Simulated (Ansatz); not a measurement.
**Si3H7 radical: up Jacob's ladder to CCSD(T)**

The task here is to estimate one member of a computed series from the others.

The runs use Ansatz 0.2.0, Gaussian basis; functionals in def2-TZVPP, the program's frozen cores in correlated methods.

Levels to be run: LDA (SPW92), PBE-D4, revPBE-D4, BLYP-D4, r2SCAN-D4, B97M-V, PBE0-D4, B3LYP-D4, r2SCANh-D4, r2SCAN0-D4, HSE06-D4, BHLYP-D4, CAM-B3LYP-D4, LC-ωPBE, ωB97X-V, ωB97M-V, B2PLYP, PBE-QIDH; CCSD(T)/def2-SVP; CCSD(T)/def2-TZVPP; MP2/def2-QZVPP; extrapolation to the limit; RPA on PBE.

## The relaxed structure

All runs share one geometry, relaxed beforehand with PBE0-D4 in a triple-zeta def2 set.

SMILES `[SiH3][SiH][SiH3]`, 10 atoms, charge 0, spin multiplicity 2.

Atoms are counted from 1 here; the program's logs count them from 0.

Bond lengths: Si1–Si2 2.324 Å, Si1–H4 1.487 Å, Si1–H5 1.487 Å, Si1–H6 1.490 Å, Si2–Si3 2.324 Å, Si2–H7 1.491 Å, Si3–H8 1.487 Å, Si3–H9 1.490 Å, Si3–H10 1.487 Å. Angles: Si2–Si1–H4 108.6°, Si2–Si1–H5 110.1°, Si2–Si1–H6 112.2°, H4–Si1–H5 109.1°, H4–Si1–H6 108.5°, H5–Si1–H6 108.4°, Si1–Si2–Si3 117.3°, Si1–Si2–H7 113.2°, Si3–Si2–H7 113.2°, Si2–Si3–H8 108.6°, Si2–Si3–H9 112.2°, Si2–Si3–H10 110.1°, H8–Si3–H9 108.5°, H8–Si3–H10 109.1°, H9–Si3–H10 108.4°.

The first run:

The input, in.yaml:

```yaml
crystal:
  periodic: [false, false, false]
  atoms:
    - {symbol: Si, position_ang: [-1.326883, 0.854870, -1.209189]}
    - {symbol: Si, position_ang: [0.719380, -0.131639, -0.719630]}
    - {symbol: Si, position_ang: [1.000351, -1.003335, 1.416078]}
    - {symbol: H, position_ang: [-2.411923, -0.065191, -0.777096]}
    - {symbol: H, position_ang: [-1.443707, 1.089820, -2.673029]}
    - {symbol: H, position_ang: [-1.505515, 2.157855, -0.508949]}
    - {symbol: H, position_ang: [1.885808, 0.672225, -1.184622]}
    - {symbol: H, position_ang: [-0.178079, -1.849537, 1.741332]}
    - {symbol: H, position_ang: [1.115026, 0.064117, 2.449255]}
    - {symbol: H, position_ang: [2.228542, -1.840283, 1.468850]}
basis:
  gaussian: {orbitals: def2-TZVPP}
magnetization: {spin_polarized: true, initial_magnetization: 1}
hamiltonian: {xc: lda}
output: {orbitals: {seedname: orbitals}}
```

Among the steps run: LDA; PBE-D4 (GGA); revPBE-D4 (GGA); BLYP-D4 (GGA); r2SCAN-D4 (meta-GGA); B97M-V (meta-GGA); PBE0-D4 (hybrid); B3LYP-D4 (hybrid); r2SCANh-D4 (hybrid); r2SCAN0-D4 (hybrid); HSE06-D4 (hybrid); BHLYP-D4 (hybrid); CAM-B3LYP-D4 (range-separated); LC-ωPBE-D4 (range-separated; the results give it without D4); ωB97X-V (range-separated); ωB97M-V (range-separated); B2PLYP (double hybrid); PBE-QIDH (double hybrid).

One table of the session follows, with a row left open; its other results are not shown here.

It belongs to the step «Frontier levels by functional». 

| functional | HOMO (eV) | LUMO (eV) | gap (eV) |
| --- | --- | --- | --- |
| LDA (SPW92) | -5.09 | -4.10 | 0.99 |
| PBE-D4 | -5.15 | -3.71 | 1.44 |
| revPBE-D4 | -5.14 | -3.59 | 1.55 |
| BLYP-D4 | -4.89 | -3.68 | 1.21 |
| r2SCAN-D4 | -5.50 | -3.33 | 2.16 |
| B97M-V | -5.34 | -3.88 | 1.46 |
| PBE0-D4 | -6.16 | -2.84 | 3.32 |
| B3LYP-D4 | ? | ? | ? |
| r2SCANh-D4 | -5.86 | -3.04 | 2.83 |
| r2SCAN0-D4 | -6.41 | -2.60 | 3.81 |
| HSE06-D4 | -5.77 | -3.22 | 2.55 |
| BHLYP-D4 | -6.92 | -2.00 | 4.91 |
| CAM-B3LYP-D4 | -7.25 | -1.88 | 5.36 |
| LC-ωPBE | -8.67 | -0.57 | 8.11 |
| ωB97X-V | -8.16 | -1.07 | 7.09 |
| ωB97M-V | -7.85 | -1.23 | 6.62 |

**Question.** Estimate the row for B3LYP-D4.

Worked estimate for «HOMO (eV)». Against the share of exact exchange, BLYP-D4 (0, -4.89), BHLYP-D4 (0.5, -6.92) give a slope of -4.06 per unit share; at 0.2 the line stands at -5.70.

As computed: HOMO (eV): -5.85; LUMO (eV): -3.16; gap (eV): 2.69. In «HOMO (eV)» the line misses by +0.15.
